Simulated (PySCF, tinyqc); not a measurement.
Worked calculation (part 1 of 2): RHF in the sto-3g basis, for BH, spin multiplicity 1. This run ends on a higher stationary point, not on the lowest solution. The lowest restricted solution is unstable here: a spin-polarised one lies 0.0121 hartree lower (PySCF). Computed by tinyqc, a small Python program that keeps every step (integrals from PySCF). Settings: charge = 0, multiplicity = 1, basis = sto-3g, energy threshold = 1e-10, iteration cap = 90, orthogonalisation = canonical, start = highest core orbitals, DIIS depth = 0, shift = 0.5, method = RHF. Command: `OMP_NUM_THREADS=1 python tinyqc.py 28953 28954 out.jsonl` (the two numbers bound the seeds that draw the settings). One thread of a shared host (Intel(R) Xeon(R) Processor @ 2.60GHz), about 0.06 s of CPU time with the checks. Later iterations appear only in the table of the cycle.

## One-electron integrals

Geometry (angstrom):
```
atom         x         y         z
B     0.000000  0.000000  0.000000
H     0.000000  0.000000  1.166000
```

Basis sto-3g: exponents (1/bohr^2) and contraction coefficients of normalised primitives:
```
element  l (shell)   exponent  coefficient
B            s (1)  48.791113     0.154329
B            s (1)   8.887362     0.535328
B            s (1)   2.405267     0.444635
B            s (2)   2.236956    -0.099967
B            s (2)   0.519821     0.399513
B            s (2)   0.169062     0.700115
B            p (3)   2.236956     0.155916
B            p (3)   0.519821     0.607684
B            p (3)   0.169062     0.391957
H            s (1)   3.425251     0.154329
H            s (1)   0.623914     0.535328
H            s (1)   0.168855     0.444635
```

Overlap, kinetic and nuclear-attraction integrals over the contracted functions; the nuclear repulsion is the sum of Za Zb / Rab.

nuclear repulsion = 2.26919902 hartree

overlap S, order 1B 1s, 1B 2s, 1B 2px, 1B 2py, 1B 2pz, 2H 1s:
```
[[1.000000, 0.269328, 0.000000, 0.000000, 0.000000, 0.070243],
 [0.269328, 1.000000, 0.000000, 0.000000, 0.000000, 0.488321],
 [0.000000, 0.000000, 1.000000, 0.000000, 0.000000, 0.000000],
 [0.000000, 0.000000, 0.000000, 1.000000, 0.000000, 0.000000],
 [0.000000, 0.000000, 0.000000, 0.000000, 1.000000, 0.496153],
 [0.070243, 0.488321, 0.000000, 0.000000, 0.496153, 1.000000]]
```

kinetic energy T (hartree), order 1B 1s, 1B 2s, 1B 2px, 1B 2py, 1B 2pz, 2H 1s:
```
[[10.826302, -0.047967, 0.000000, 0.000000, 0.000000, -0.013893],
 [-0.047967, 0.359168, 0.000000, 0.000000, 0.000000, 0.094515],
 [0.000000, 0.000000, 1.123881, 0.000000, 0.000000, 0.000000],
 [0.000000, 0.000000, 0.000000, 1.123881, 0.000000, 0.000000],
 [0.000000, 0.000000, 0.000000, 0.000000, 1.123881, 0.242206],
 [-0.013893, 0.094515, 0.000000, 0.000000, 0.242206, 0.760032]]
```

nuclear attraction V (hartree), order 1B 1s, 1B 2s, 1B 2px, 1B 2py, 1B 2pz, 2H 1s:
```
[[-23.601228, -3.261594, 0.000000, 0.000000, -0.019355, -0.861135],
 [-3.261594, -4.207829, 0.000000, 0.000000, -0.166113, -1.871919],
 [0.000000, 0.000000, -4.135783, 0.000000, 0.000000, 0.000000],
 [0.000000, 0.000000, 0.000000, -4.135783, 0.000000, 0.000000],
 [-0.019355, -0.166113, 0.000000, 0.000000, -4.261492, -1.835506],
 [-0.861135, -1.871919, 0.000000, 0.000000, -1.835506, -3.459586]]
```

core Hamiltonian H = T + V (hartree), order 1B 1s, 1B 2s, 1B 2px, 1B 2py, 1B 2pz, 2H 1s:
```
[[-12.774926, -3.309561, 0.000000, 0.000000, -0.019355, -0.875029],
 [-3.309561, -3.848661, 0.000000, 0.000000, -0.166113, -1.777404],
 [0.000000, 0.000000, -3.011903, 0.000000, 0.000000, 0.000000],
 [0.000000, 0.000000, 0.000000, -3.011903, 0.000000, 0.000000],
 [-0.019355, -0.166113, 0.000000, 0.000000, -3.137612, -1.593300],
 [-0.875029, -1.777404, 0.000000, 0.000000, -1.593300, -2.699554]]
```

## Two-electron integrals

Functions are numbered as in S; the eight-fold symmetry (ij|kl) = (ji|kl) = (kl|ij) leaves the list below.

Two-electron integrals (ij|kl) in chemists' order, unique and non-zero (hartree):
```
(11|11) 2.923513   (21|11) 0.518376   (21|21) 0.109262   (22|11) 0.744229
(22|21) 0.193177   (22|22) 0.544804   (31|31) 0.020264   (32|31) 0.029996
(32|32) 0.120346   (33|11) 0.742491   (33|21) 0.193240   (33|22) 0.544682
(33|33) 0.586773   (41|41) 0.020264   (42|41) 0.029996   (42|42) 0.120346
(43|43) 0.031630   (44|11) 0.742491   (44|21) 0.193240   (44|22) 0.544682
(44|33) 0.523513   (44|44) 0.586773   (51|51) 0.020264   (52|51) 0.029996
(52|52) 0.120346   (53|53) 0.031630   (54|54) 0.031630   (55|11) 0.742491
(55|21) 0.193240   (55|22) 0.544682   (55|33) 0.523513   (55|44) 0.523513
(55|55) 0.586773   (61|11) 0.135126   (61|21) 0.028364   (61|22) 0.050241
(61|33) 0.049993   (61|44) 0.049993   (61|51) 0.002092   (61|52) 0.003813
(61|55) 0.050767   (61|61) 0.007603   (62|11) 0.296075   (62|21) 0.077877
(62|22) 0.238100   (62|33) 0.231597   (62|44) 0.231597   (62|51) 0.008595
(62|52) 0.050095   (62|55) 0.250893   (62|61) 0.021541   (62|62) 0.137865
(63|31) 0.008196   (63|32) 0.037211   (63|53) 0.009629   (63|63) 0.016178
(64|41) 0.008196   (64|42) 0.037211   (64|54) 0.009629   (64|64) 0.016178
(65|11) 0.266265   (65|21) 0.071021   (65|22) 0.229183   (65|33) 0.216940
(65|44) 0.216940   (65|51) 0.015046   (65|52) 0.081705   (65|55) 0.253432
(65|61) 0.020715   (65|62) 0.155845   (65|65) 0.188760   (66|11) 0.445831
(66|21) 0.119503   (66|22) 0.410630   (66|33) 0.385967   (66|44) 0.385967
(66|51) 0.017032   (66|52) 0.128275   (66|55) 0.459546   (66|61) 0.033848
(66|62) 0.295056   (66|65) 0.364181   (66|66) 0.774606
```

## Orthogonalisation

S = U s U^T; canonical form X = U s^(-1/2), so that X^T S X = 1. Each column of U has its largest component positive (the first on a tie).

eigenvalues of S: [0.292694, 0.796196, 1.000000, 1.000000, 1.166318, 1.744791]

X, order 1B 1s, 1B 2s, 1B 2px, 1B 2py, 1B 2pz, 2H 1s:
```
[[0.243379, 0.800992, 0.000000, 0.000000, 0.590236, 0.193772],
 [-0.970940, -0.550862, 0.000000, 0.000000, 0.412729, 0.403298],
 [0.000000, 0.000000, -0.151530, 0.988453, 0.000000, 0.000000],
 [0.000000, 0.000000, 0.988453, 0.151530, 0.000000, 0.000000],
 [-0.892351, 0.515796, 0.000000, 0.000000, -0.551782, 0.338571],
 [1.272119, -0.211872, 0.000000, 0.000000, -0.184966, 0.508240]]
```

Within a degenerate level the vectors are fixed only up to a rotation; this is one choice.

## Starting guess

The start is the highest orbitals of the core Hamiltonian (a deliberately bad start); D = 2 C_occ C_occ^T.

D at the start, order 1B 1s, 1B 2s, 1B 2px, 1B 2py, 1B 2pz, 2H 1s:
```
[[0.062483, -0.298406, 0.000000, 0.000000, 0.162220, 0.200288],
 [-0.298406, 1.643076, 0.000000, 0.000000, -0.173165, -1.797836],
 [0.000000, 0.000000, 1.998198, 0.060006, 0.000000, 0.000000],
 [0.000000, 0.000000, 0.060006, 0.001802, 0.000000, 0.000000],
 [0.162220, -0.173165, 0.000000, 0.000000, 2.081616, -1.802150],
 [0.200288, -1.797836, 0.000000, 0.000000, -1.802150, 3.889550]]
```

## Iteration 1: building the Fock matrix

J_ij = sum D_kl (ij|kl), K_ij = sum D_kl (ik|jl); F = H + J - 0.5 K; E = tr D H + tr D J / 2 - 0.25 tr D K + E_nn.

Coulomb J (hartree), order 1B 1s, 1B 2s, 1B 2px, 1B 2py, 1B 2pz, 2H 1s:
```
[[3.890608, 1.013490, 0.000000, 0.000000, -0.021863, 0.261667],
 [1.013490, 2.984665, 0.000000, 0.000000, -0.006105, 1.432968],
 [0.000000, 0.000000, 2.995804, 0.003796, 0.000000, 0.000000],
 [0.000000, 0.000000, 0.003796, 2.869514, 0.000000, 0.000000],
 [-0.021863, -0.006105, 0.000000, 0.000000, 3.086672, 1.472910],
 [0.261667, 1.432968, 0.000000, 0.000000, 1.472910, 2.973754]]
```

exchange K (hartree), order 1B 1s, 1B 2s, 1B 2px, 1B 2py, 1B 2pz, 2H 1s:
```
[[0.109706, 0.113609, 0.000000, 0.000000, -0.033746, 0.017914],
 [0.113609, 0.808635, 0.000000, 0.000000, -0.558320, 0.240790],
 [0.000000, 0.000000, 1.317190, 0.033312, 0.000000, 0.000000],
 [0.000000, 0.000000, 0.033312, 0.208905, 0.000000, 0.000000],
 [-0.033746, -0.558320, 0.000000, 0.000000, 0.998784, 0.323541],
 [0.017914, 0.240790, 0.000000, 0.000000, 0.323541, 1.245058]]
```

Fock matrix F (hartree), order 1B 1s, 1B 2s, 1B 2px, 1B 2py, 1B 2pz, 2H 1s:
```
[[-8.939171, -2.352876, 0.000000, 0.000000, -0.024346, -0.622319],
 [-2.352876, -1.268313, 0.000000, 0.000000, 0.106942, -0.464831],
 [0.000000, 0.000000, -0.674694, -0.012860, 0.000000, 0.000000],
 [0.000000, 0.000000, -0.012860, -0.246841, 0.000000, 0.000000],
 [-0.024346, 0.106942, 0.000000, 0.000000, -0.550333, -0.282160],
 [-0.622319, -0.464831, 0.000000, 0.000000, -0.282160, -0.348329]]
```

total energy of this density = -7.26185213 hartree

## Iteration 1: diagonalisation and new density

A level shift of 0.5 hartree raises the virtual space: F + shift (S - S D(s) S), with D(s) the density of one spin (D/2). Diagonalise F' = X^T F X, C = X C', fill 3 alpha and 3 beta electrons from the bottom; D = 2 C_occ C_occ^T. Each column has its largest component positive (the first on a tie).

F' = X^T F X (hartree):
```
[[0.100270, -0.445333, 0.000000, 0.000000, -0.375001, -0.262623],
 [-0.445333, -3.886855, 0.000000, 0.000000, -3.355761, -1.780622],
 [0.000000, 0.000000, 0.239770, 0.112257, 0.000000, 0.000000],
 [0.000000, 0.000000, 0.112257, -0.661305, 0.000000, 0.000000],
 [-0.375001, -3.355761, 0.000000, 0.000000, -4.297885, -1.931133],
 [-0.262623, -1.780622, 0.000000, 0.000000, -1.931133, -1.040189]]
```

orbital energies (hartree): [-8.439669, -0.736210, -0.675080, -0.112337, 0.163557, 0.253545]

coefficients C, order 1B 1s, 1B 2s, 1B 2px, 1B 2py, 1B 2pz, 2H 1s:
```
[[1.002002, -0.196393, 0.000000, -0.106727, 0.181046, 0.000000],
 [-0.008049, 0.767594, 0.000000, 0.188299, -0.976958, 0.000000],
 [0.000000, 0.000000, 0.999549, 0.000000, 0.000000, -0.030017],
 [0.000000, 0.000000, 0.030017, 0.000000, 0.000000, 0.999549],
 [0.001859, -0.673540, 0.000000, 0.159101, -1.001228, 0.000000],
 [0.001958, -0.049172, 0.000000, 0.819136, 1.132383, 0.000000]]
```

D after iteration 1, order 1B 1s, 1B 2s, 1B 2px, 1B 2py, 1B 2pz, 2H 1s:
```
[[2.085157, -0.317631, 0.000000, 0.000000, 0.268284, 0.023238],
 [-0.317631, 1.178529, 0.000000, 0.000000, -1.034039, -0.075520],
 [0.000000, 0.000000, 1.998198, 0.060006, 0.000000, 0.000000],
 [0.000000, 0.000000, 0.060006, 0.001802, 0.000000, 0.000000],
 [0.268284, -1.034039, 0.000000, 0.000000, 0.907318, 0.066246],
 [0.023238, -0.075520, 0.000000, 0.000000, 0.066246, 0.004843]]
```

## Iteration 2: building the Fock matrix

As before.

Coulomb J (hartree), order 1B 1s, 1B 2s, 1B 2px, 1B 2py, 1B 2pz, 2H 1s:
```
[[8.801433, 1.800505, 0.000000, 0.000000, -0.050286, 0.462245],
 [1.800505, 3.653474, 0.000000, 0.000000, -0.228732, 1.442600],
 [0.000000, 0.000000, 3.713757, 0.003796, 0.000000, 0.000000],
 [0.000000, 0.000000, 0.003796, 3.587466, 0.000000, 0.000000],
 [-0.050286, -0.228732, 0.000000, 0.000000, 3.647062, 1.287308],
 [0.462245, 1.442600, 0.000000, 0.000000, 1.287308, 2.279408]]
```

exchange K (hartree), order 1B 1s, 1B 2s, 1B 2px, 1B 2py, 1B 2pz, 2H 1s:
```
[[5.956671, 1.123464, 0.000000, 0.000000, -0.021155, 0.292751],
 [1.123464, 1.072023, 0.000000, 0.000000, -0.624227, 0.161009],
 [0.000000, 0.000000, 1.362387, 0.033312, 0.000000, 0.000000],
 [0.000000, 0.000000, 0.033312, 0.254101, 0.000000, 0.000000],
 [-0.021155, -0.624227, 0.000000, 0.000000, 0.783528, 0.006531],
 [0.292751, 0.161009, 0.000000, 0.000000, 0.006531, 0.066095]]
```

Fock matrix F (hartree), order 1B 1s, 1B 2s, 1B 2px, 1B 2py, 1B 2pz, 2H 1s:
```
[[-6.951829, -2.070788, 0.000000, 0.000000, -0.059064, -0.559160],
 [-2.070788, -0.731198, 0.000000, 0.000000, -0.082732, -0.415309],
 [0.000000, 0.000000, 0.020661, -0.012860, 0.000000, 0.000000],
 [0.000000, 0.000000, -0.012860, 0.448513, 0.000000, 0.000000],
 [-0.059064, -0.082732, 0.000000, 0.000000, 0.117686, -0.309257],
 [-0.559160, -0.415309, 0.000000, 0.000000, -0.309257, -0.453194]]
```

total energy of this density = -23.41405447 hartree

## Iteration 2: diagonalisation and new density

As before.

F' = X^T F X (hartree):
```
[[0.996507, -0.402335, 0.000000, 0.000000, -0.058415, -0.340712],
 [-0.402335, -2.658394, 0.000000, 0.000000, -3.049783, -1.526831],
 [0.000000, 0.000000, 0.935125, 0.112257, 0.000000, 0.000000],
 [0.000000, 0.000000, 0.112257, 0.034049, 0.000000, 0.000000],
 [-0.058415, -3.049783, 0.000000, 0.000000, -3.300705, -1.776980],
 [-0.340712, -1.526831, 0.000000, 0.000000, -1.776980, -0.781291]]
```

orbital energies (hartree): [-6.958837, 0.018894, 0.020275, 0.065612, 0.948899, 1.130447]

coefficients C, order 1B 1s, 1B 2s, 1B 2px, 1B 2py, 1B 2pz, 2H 1s:
```
[[0.990675, -0.233133, 0.000000, -0.152331, 0.000000, -0.166600],
 [0.036311, 0.890368, 0.000000, 0.295555, 0.000000, 0.835309],
 [0.000000, 0.000000, 0.999549, 0.000000, -0.030017, 0.000000],
 [0.000000, 0.000000, 0.030017, 0.000000, 0.999549, 0.000000],
 [0.013157, -0.509964, 0.000000, 0.081587, 0.000000, 1.102060],
 [-0.013206, -0.344261, 0.000000, 0.794064, 0.000000, -1.098394]]
```

D after iteration 2, order 1B 1s, 1B 2s, 1B 2px, 1B 2py, 1B 2pz, 2H 1s:
```
[[2.071574, -0.343204, 0.000000, 0.000000, 0.263848, 0.134352],
 [-0.343204, 1.588149, 0.000000, 0.000000, -0.907156, -0.613998],
 [0.000000, 0.000000, 1.998198, 0.060006, 0.000000, 0.000000],
 [0.000000, 0.000000, 0.060006, 0.001802, 0.000000, 0.000000],
 [0.263848, -0.907156, 0.000000, 0.000000, 0.520472, 0.350774],
 [0.134352, -0.613998, 0.000000, 0.000000, 0.350774, 0.237381]]
```

## Iteration 3: building the Fock matrix

As before.

Coulomb J (hartree), order 1B 1s, 1B 2s, 1B 2px, 1B 2py, 1B 2pz, 2H 1s:
```
[[8.719190, 1.782888, 0.000000, 0.000000, -0.039123, 0.458998],
 [1.782888, 3.626586, 0.000000, 0.000000, -0.175238, 1.461314],
 [0.000000, 0.000000, 3.689273, 0.003796, 0.000000, 0.000000],
 [0.000000, 0.000000, 0.003796, 3.562983, 0.000000, 0.000000],
 [-0.039123, -0.175238, 0.000000, 0.000000, 3.615374, 1.325363],
 [0.458998, 1.461314, 0.000000, 0.000000, 1.325363, 2.367193]]
```

exchange K (hartree), order 1B 1s, 1B 2s, 1B 2px, 1B 2py, 1B 2pz, 2H 1s:
```
[[5.929804, 1.137722, 0.000000, 0.000000, 0.016851, 0.310655],
 [1.137722, 1.058714, 0.000000, 0.000000, -0.551501, 0.128146],
 [0.000000, 0.000000, 1.368626, 0.033312, 0.000000, 0.000000],
 [0.000000, 0.000000, 0.033312, 0.260340, 0.000000, 0.000000],
 [0.016851, -0.551501, 0.000000, 0.000000, 0.707486, 0.090924],
 [0.310655, 0.128146, 0.000000, 0.000000, 0.090924, 0.164829]]
```

Fock matrix F (hartree), order 1B 1s, 1B 2s, 1B 2px, 1B 2py, 1B 2pz, 2H 1s:
```
[[-7.020638, -2.095535, 0.000000, 0.000000, -0.066904, -0.571358],
 [-2.095535, -0.751432, 0.000000, 0.000000, -0.065601, -0.380163],
 [0.000000, 0.000000, -0.006942, -0.012860, 0.000000, 0.000000],
 [0.000000, 0.000000, -0.012860, 0.420910, 0.000000, 0.000000],
 [-0.066904, -0.065601, 0.000000, 0.000000, 0.124019, -0.313399],
 [-0.571358, -0.380163, 0.000000, 0.000000, -0.313399, -0.414776]]
```

total energy of this density = -23.55663441 hartree

## Iteration 3: diagonalisation and new density

As before.

F' = X^T F X (hartree):
```
[[0.969532, -0.502094, 0.000000, 0.000000, 0.042744, -0.331526],
 [-0.502094, -2.645875, 0.000000, 0.000000, -3.076926, -1.597276],
 [0.000000, 0.000000, 0.907522, 0.112257, 0.000000, 0.000000],
 [0.000000, 0.000000, 0.112257, 0.006446, 0.000000, 0.000000],
 [0.042744, -3.076926, 0.000000, 0.000000, -3.344504, -1.778174],
 [-0.331526, -1.597276, 0.000000, 0.000000, -1.778174, -0.774502]]
```

orbital energies (hartree): [-7.028561, -0.084614, -0.007328, 0.139749, 0.921296, 1.178077]

coefficients C, order 1B 1s, 1B 2s, 1B 2px, 1B 2py, 1B 2pz, 2H 1s:
```
[[0.989999, -0.183064, 0.000000, -0.231659, 0.000000, -0.139541],
 [0.038695, 0.810548, 0.000000, 0.619082, 0.000000, 0.733089],
 [0.000000, 0.000000, 0.999549, 0.000000, -0.030017, 0.000000],
 [0.000000, 0.000000, 0.030017, 0.000000, 0.999549, 0.000000],
 [0.015612, -0.416815, 0.000000, -0.015863, 0.000000, 1.143328],
 [-0.013853, -0.672853, 0.000000, 0.568855, 0.000000, -1.085900]]
```

D after iteration 3, order 1B 1s, 1B 2s, 1B 2px, 1B 2py, 1B 2pz, 2H 1s:
```
[[2.027219, -0.220149, 0.000000, 0.000000, 0.183519, 0.218921],
 [-0.220149, 1.316971, 0.000000, 0.000000, -0.674489, -1.091831],
 [0.000000, 0.000000, 1.998198, 0.060006, 0.000000, 0.000000],
 [0.000000, 0.000000, 0.060006, 0.001802, 0.000000, 0.000000],
 [0.183519, -0.674489, 0.000000, 0.000000, 0.347957, 0.560478],
 [0.218921, -1.091831, 0.000000, 0.000000, 0.560478, 0.905845]]
```

## Iteration 36 (converged): orbitals

converged F (hartree), order 1B 1s, 1B 2s, 1B 2px, 1B 2py, 1B 2pz, 2H 1s:
```
[[-7.238385, -2.141237, 0.000000, 0.000000, 0.018063, -0.565313],
 [-2.141237, -0.870004, 0.000000, 0.000000, -0.169730, -0.577033],
 [0.000000, 0.000000, -0.099554, -0.012860, 0.000000, 0.000000],
 [0.000000, 0.000000, -0.012860, 0.328299, 0.000000, 0.000000],
 [0.018063, -0.169730, 0.000000, 0.000000, 0.141371, -0.298081],
 [-0.565313, -0.577033, 0.000000, 0.000000, -0.298081, -0.342398]]
```

Diagonalise F' = X^T F X, C = X C', fill 3 alpha and 3 beta electrons from the bottom; D = 2 C_occ C_occ^T. Each column has its largest component positive (the first on a tie).

F' = X^T F X (hartree):
```
[[0.771707, -0.419086, 0.000000, 0.000000, -0.214902, -0.170613],
 [-0.419086, -2.762531, 0.000000, 0.000000, -3.240155, -1.381547],
 [0.000000, 0.000000, 0.322327, 0.051814, 0.000000, 0.000000],
 [0.000000, 0.000000, 0.051814, -0.093582, 0.000000, 0.000000],
 [-0.214902, -3.240155, 0.000000, 0.000000, -3.465581, -1.757176],
 [-0.170613, -1.381547, 0.000000, 0.000000, -1.757176, -1.314658]]
```

orbital energies (hartree): [-7.244250, -0.501041, -0.099940, 0.131674, 0.328685, 0.842554]

coefficients C, order 1B 1s, 1B 2s, 1B 2px, 1B 2py, 1B 2pz, 2H 1s:
```
[[0.991261, -0.208178, 0.000000, -0.207048, 0.000000, 0.133944],
 [0.032600, 0.559089, 0.000000, 0.801906, 0.000000, -0.788968],
 [0.000000, 0.000000, 0.999549, 0.000000, -0.030017, 0.000000],
 [0.000000, 0.000000, 0.030017, 0.000000, 0.999549, 0.000000],
 [0.001204, 0.194896, 0.000000, -0.566118, 0.000000, -1.059695],
 [-0.006450, 0.536470, 0.000000, -0.399924, 0.000000, 1.227972]]
```

D after iteration 36, order 1B 1s, 1B 2s, 1B 2px, 1B 2py, 1B 2pz, 2H 1s:
```
[[2.051875, -0.168151, 0.000000, 0.000000, -0.078760, -0.236151],
 [-0.168151, 0.627287, 0.000000, 0.000000, 0.218007, 0.599449],
 [0.000000, 0.000000, 1.998198, 0.060006, 0.000000, 0.000000],
 [0.000000, 0.000000, 0.060006, 0.001802, 0.000000, 0.000000],
 [-0.078760, 0.218007, 0.000000, 0.000000, 0.075972, 0.209096],
 [-0.236151, 0.599449, 0.000000, 0.000000, 0.209096, 0.575684]]
```
